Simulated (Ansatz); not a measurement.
Mulliken charges of C₄H₅N (`C=NC#CC`) from r2SCAN/def2-TZVPP in Ansatz (PBE0-D4/def2-TZVP geometry).

| atom | x (Å) | y (Å) | z (Å) | charge (e) |
| --- | --- | --- | --- | --- |
| C1 | -1.470 | 0.440 | -2.117 | 0.043 |
| N2 | -0.902 | -0.530 | -1.527 | -0.216 |
| C3 | -0.199 | -0.351 | -0.410 | 0.452 |
| C4 | 0.460 | -0.310 | 0.600 | -0.458 |
| C5 | 1.250 | -0.255 | 1.813 | -0.197 |
| H6 | -1.424 | 1.471 | -1.758 | 0.061 |
| H7 | -2.031 | 0.233 | -3.025 | 0.083 |
| H8 | 1.313 | 0.759 | 2.215 | 0.073 |
| H9 | 0.818 | -0.899 | 2.585 | 0.079 |
| H10 | 2.268 | -0.609 | 1.626 | 0.079 |

Task: By hand: the dipole of these point charges (1 e Å = 4.8032 D).

Result: Σ q r = (-0.331, 0.212, -0.442) e Å, of length 0.591 e Å = 2.84 D.

Task: How does the dipole of the full density compare? (An estimate is asked.)

Result: The calculation gave: (0.026, 0.305, 0.125) e Å, 1.59 D; the point charges give 1.79 times that, at 90° from its direction.

Point charges leave out the atoms' own dipoles, such as those of lone pairs, and Mulliken's split depends on the basis, so the two needn't agree.
